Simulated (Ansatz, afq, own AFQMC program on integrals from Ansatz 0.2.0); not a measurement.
## Atomization energy of CH₄BClO, singlet

```xyz
8

C     0.1819    1.1028   -0.0799
O     0.1958   -0.1915   -0.6319
B    -0.1752   -1.2757    0.0511
Cl   -0.1100   -2.8347   -0.7600
H    -0.4833    1.7432   -0.6779
H    -0.1650    1.0986    0.9659
H     1.1976    1.5235   -0.1212
H    -0.5496   -1.2234    1.1983
```

Atoms in their ground-state spins without spin–orbit coupling (mostly on UHF) minus the molecule (RHF), without zero-point energy. The geometry is a stationary point, not shown to be a minimum.

Basis def2-TZVP. Only valence electrons are correlated. Integrals, coupled cluster, full CI and functionals: Ansatz 0.2.0; the random walks run on the same integrals in our own AFQMC program. The CISD trial takes its coefficients from CCSD amplitudes. Released means that phaseless walkers are propagated on without the constraint, phases kept. ± is one standard error of the sampling. The errors of all members are added in quadrature.

No full CI on the walks' own integrals is used here. The released AFQMC energy serves as the reference, which it does only where one determinant dominates, the energy is flat over the last release times and near the phaseless one (40 meV or 2 meV an electron, half that with transition metals). On small molecules, where full CI could be run and the noise was under 10 meV, such values lay within 10 meV of it in 19 cases of 20, a flattering rate, since the rule was set on those same cases; what remains of the bias isn't in the error bar. Each member takes its own surest rung, up to full CI.

The best estimate is CCSD(T) at the basis-set limit (CBS: def2-TZVPP and def2-QZVPP, with their diffuse functions for anions and beside diffuse sets, CCSD(T) itself extrapolated) plus the step from CCSD(T) to AFQMC with the constraint released in def2-TZVP. Rows without CBS are in def2-TZVP; B2PLYP and the wave-function rows carry a basis error of their own. Core correlation and relativity beyond core potentials are missing, and ± holds the sampling alone.

Cautions: CH₄BClO (singlet): the released value is read at 0.90 1/Eh with a noise of 21 meV, more than in the cases checked (meV from the phaseless value at times in 1/Eh: -12 ± 21 at 0.21, -19 ± 16 at 0.42, 5 ± 11 at 0.63, -28 ± 21 at 0.90); other spins of the molecule weren't checked.

| level | atomization energy (kJ/mol) |
| --- | --- |
| MP2 | 3030.9 |
| PBE | 3123.1 |
| B3LYP | 3047.1 |

Q: From these cheaper values, estimate the atomization energy at the level of the best estimate.

A: 3064.0 ± 2.0 kJ/mol (best estimate, highest rung released AFQMC).

```json
{"level": "HF", "atomization energy (kJ/mol)": "2302.6", "error against the best estimate (kJ/mol)": "-761.4 ± 2.0"}
{"level": "CCSD", "atomization energy (kJ/mol)": "2921.1", "error against the best estimate (kJ/mol)": "-142.9 ± 2.0"}
{"level": "CCSD(T)", "atomization energy (kJ/mol)": "2963.9", "error against the best estimate (kJ/mol)": "-100.0 ± 2.0"}
{"level": "ph-AFQMC/CISD", "atomization energy (kJ/mol)": "2965.4 ± 1.5", "error against the best estimate (kJ/mol)": "-98.6 ± 2.5"}
{"level": "released AFQMC", "atomization energy (kJ/mol)": "2967.6 ± 2.1", "error against the best estimate (kJ/mol)": "-96.4"}
{"level": "HF/CBS", "atomization energy (kJ/mol)": "2309.5", "error against the best estimate (kJ/mol)": "-754.5 ± 2.0"}
{"level": "MP2/CBS", "atomization energy (kJ/mol)": "3133.8", "error against the best estimate (kJ/mol)": "69.8 ± 2.0"}
{"level": "CCSD(T)/CBS", "atomization energy (kJ/mol)": "3062.0", "error against the best estimate (kJ/mol)": "-2.0 ± 2.0"}
{"level": "r2SCAN", "atomization energy (kJ/mol)": "3084.9", "error against the best estimate (kJ/mol)": "20.9 ± 2.0"}
{"level": "PBE0", "atomization energy (kJ/mol)": "3069.2", "error against the best estimate (kJ/mol)": "5.2 ± 2.0"}
{"level": "wB97M-V", "atomization energy (kJ/mol)": "3081.5", "error against the best estimate (kJ/mol)": "17.5 ± 2.0"}
{"level": "B2PLYP", "atomization energy (kJ/mol)": "3034.6", "error against the best estimate (kJ/mol)": "-29.3 ± 2.0"}
```

Correlation beyond CCSD(T) changes it by less than twice the noise. Going to the basis-set limit adds 98.1 kJ/mol at CCSD(T). The perturbative (T) step is worth +42.8 kJ/mol. The functionals spread over 88.5 kJ/mol; PBE0 comes nearest and PBE is 59.2 kJ/mol too high.

Best estimates are given only where the step beyond CCSD(T) is under 0.3 eV and no member's determinant is very poor (T1 over 0.05, or 0.07 for open shells, ⟨S²⟩ too high by 0.3, two states mixed), so the hardest cases are missing from such tables.

The functionals ran in a triple-zeta set and keep a basis error of their own, a few kJ/mol for each bond in atomization energies and more for double hybrids, so close places among them and the extrapolated levels can swap.

Each member of a difference takes its own highest rung, so a best estimate needn't equal the limit plus the step of one row. Released energies are given only where the last usable release times agree within the noise; a slower fall can still hide under it.
